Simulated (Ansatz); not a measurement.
**AlSiC+ (triplet): the correlation ladder, cc-pVTZ**

The task here is to estimate one member of a computed series from the others.

Computed with Ansatz 0.2.0, Gaussian basis. Level: cc-pVTZ, core rule «outside noble gas», up to 11 orbitals frozen.

Plan: UHF; CCSD(T) on ROHF; CCSD(T) on UHF; BCCD(T) on ROHF; CCSDT(Q) on ROHF; CCSDT(Q) on UHF; CASSCF and NEVPT2, 10 electrons in 12 orbitals.

7 further runs of the same task are left out: 2 for a known fault of the program, 5 set aside as unsound or not needed.

## The system

The geometry is a PBE0/def2-TZVP stationary point (not a proven minimum) of the parent state, kept for this charge and spin.

3 atoms, charge 1, spin multiplicity 3.

Atoms are counted from 1 here; the program's logs count them from 0.

Bond lengths: Al1–C2 1.863 Å, C2–Si3 1.752 Å. Angles: Al1–C2–Si3 180.0°.

As a file:

```xyz
3
CAlSi
Al    0.0000    0.0000    1.8264
C     0.0000    0.0000   -0.0370
Si    0.0000    0.0000   -1.7894
```

The first run:

Input file in.yaml:

```yaml
crystal:
  periodic: [false, false, false]
  atoms:
    - {symbol: Al, position_ang: [0.000000, 0.000000, 1.826406]}
    - {symbol: C, position_ang: [0.000000, 0.000000, -0.037000]}
    - {symbol: Si, position_ang: [0.000000, 0.000000, -1.789406]}
basis:
  gaussian: {orbitals: cc-pVTZ}
total_charge: 1
magnetization: {spin_polarized: true, initial_magnetization: 2}
hamiltonian: {xc: hf}
output: {orbitals: {seedname: orbitals}}
```

Launch:

```bash
ansatz run in.yaml --threads 1 --pin off --events-out ev --progress --plain --max-ram 2816MiB --backend cpu
```

Among the steps run: UHF; CCSD(T) on ROHF; CCSD(T) on UHF; BCCD(T) on ROHF; CCSDT(Q) on ROHF; CCSDT(Q) on UHF; CASSCF and NEVPT2, 10 electrons in 12 orbitals.

One of the session's tables, all rows but one given; the rest of the session is left out.

```
        method  from RCCSDT(Q) (kcal/mol)
          ROHF                    +179.54
           UHF                    +175.90
          RMP2                     +28.70
          UMP2                     +29.82
         RCCSD                     +12.44
         UCCSD                     +12.17
      RCCSD(T)                      +1.99
      UCCSD(T)                      +2.02
       BCCD(T)                      +1.89
        RCCSDT                      +0.95
        UCCSDT                      +0.87
     RCCSDT(Q)                          0
     UCCSDT(Q)                          ?
CASSCF valence                    +101.23
NEVPT2 valence                     +24.02
```

Estimate the missing values for UCCSDT(Q).

As computed: from RCCSDT(Q) (kcal/mol): -0.13. In the column «from RCCSDT(Q) (kcal/mol)» it is the lowest.

To keep in mind: Restricted and unrestricted rows rest on different reference determinants; where their highest levels disagree by more than a few hundredths of an eV, they describe different states and don't form one ladder.
